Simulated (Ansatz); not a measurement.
# SiN2H6: vertical ionisation energy

One table from this session's results is given with a row withheld; the runs are named, their logs left out.

Computed with Ansatz 0.2.0, Gaussian basis. Level: unrestricted cation, the program's frozen cores in correlated methods.

Levels to be run: UKS PBE-D4/def2-TZVPP; UKS r2SCAN-D4/def2-TZVPP; UKS PBE0-D4/def2-TZVPP; UKS B3LYP-D4/def2-TZVPP; UKS wB97X-V/def2-TZVPP; UKS wB97M-V/def2-TZVPP; UKS B2PLYP/def2-TZVPP; UHF-CCSD(T)/def2-TZVPP; UHF-CCSD(T)/def2-QZVPP; extrapolation to the limit; then −ε(HOMO) from the neutral's earlier runs with LDA (SPW92), PBE-D4, revPBE-D4, BLYP-D4, r2SCAN-D4, B97M-V, PBE0-D4, B3LYP-D4, r2SCANh-D4, r2SCAN0-D4, HSE06-D4, BHLYP-D4, CAM-B3LYP-D4, LC-ωPBE, ωB97X-V, ωB97M-V.

## The relaxed structure

All runs share one geometry, relaxed beforehand with PBE0-D4 in a triple-zeta def2 set.

SMILES `NN[SiH3]`, 9 atoms, charge 0, spin multiplicity 1.

Atoms are counted from 1 here; the program's logs count them from 0.

Bond lengths: N1–N2 1.407 Å, N1–H4 1.014 Å, N1–H5 1.013 Å, N2–Si3 1.714 Å, N2–H6 1.005 Å, Si3–H7 1.494 Å, Si3–H8 1.491 Å, Si3–H9 1.486 Å. Angles: N2–N1–H4 110.8°, N2–N1–H5 110.1°, H4–N1–H5 108.5°, N1–N2–Si3 123.5°, N1–N2–H6 112.1°, Si3–N2–H6 123.5°, N2–Si3–H7 112.3°, N2–Si3–H8 110.9°, N2–Si3–H9 107.1°, H7–Si3–H8 106.4°, H7–Si3–H9 109.8°, H8–Si3–H9 110.4°.

The first run:

in.yaml

```yaml
crystal:
  periodic: [false, false, false]
  atoms:
    - {symbol: N, position_ang: [-0.558798, 0.925039, -1.203119]}
    - {symbol: N, position_ang: [-0.285456, 0.708205, 0.159691]}
    - {symbol: Si, position_ang: [0.408446, -0.736644, 0.767485]}
    - {symbol: H, position_ang: [0.267926, 0.761311, -1.767474]}
    - {symbol: H, position_ang: [-1.290546, 0.297563, -1.515551]}
    - {symbol: H, position_ang: [-0.377522, 1.549257, 0.701780]}
    - {symbol: H, position_ang: [1.729201, -1.040038, 0.139617]}
    - {symbol: H, position_ang: [-0.469783, -1.907347, 0.484548]}
    - {symbol: H, position_ang: [0.576533, -0.557346, 2.233034]}
basis:
  gaussian: {orbitals: def2-TZVPP}
total_charge: 1
magnetization: {spin_polarized: true, initial_magnetization: 1}
hamiltonian: {xc: pbe, dispersion: d4}
```

Run with:

```
ansatz run in.yaml --threads 2 --pin off --events-out ev --progress --plain --max-ram 32768MiB --backend cpu
```

Steps of the session up to this table: Cation, UKS PBE-D4/def2-TZVPP; Cation, UKS r2SCAN-D4/def2-TZVPP; Cation, UKS PBE0-D4/def2-TZVPP; Cation, UKS B3LYP-D4/def2-TZVPP; Cation, UKS wB97X-V/def2-TZVPP; Cation, UKS wB97M-V/def2-TZVPP; Cation, UKS B2PLYP (frozen core)/def2-TZVPP; Cation, UHF-CCSD(T)/def2-TZVPP; Cation, UHF-CCSD(T)/def2-QZVPP.

One table of the session follows, with a row left open; its other results are not shown here.

Orbital estimates, from the neutral's runs:

| functional | −ε(HOMO) (eV) |
| --- | --- |
| LDA (SPW92) | 5.73 |
| PBE-D4 | 5.62 |
| revPBE-D4 | 5.57 |
| BLYP-D4 | 5.52 |
| r2SCAN-D4 | 5.89 |
| B97M-V | 6.06 |
| PBE0-D4 | 7.02 |
| B3LYP-D4 | 6.80 |
| r2SCANh-D4 | 6.42 |
| r2SCAN0-D4 | 7.21 |
| HSE06-D4 | 6.61 |
| BHLYP-D4 | 8.36 |
| CAM-B3LYP-D4 | 8.45 |
| LC-ωPBE | ? |
| ωB97X-V | 9.47 |
| ωB97M-V | 9.38 |

Q: Estimate the row for LC-ωPBE from the others.

**Answer.** −ε(HOMO) (eV): 9.83. In the column «−ε(HOMO) (eV)» it is the highest.
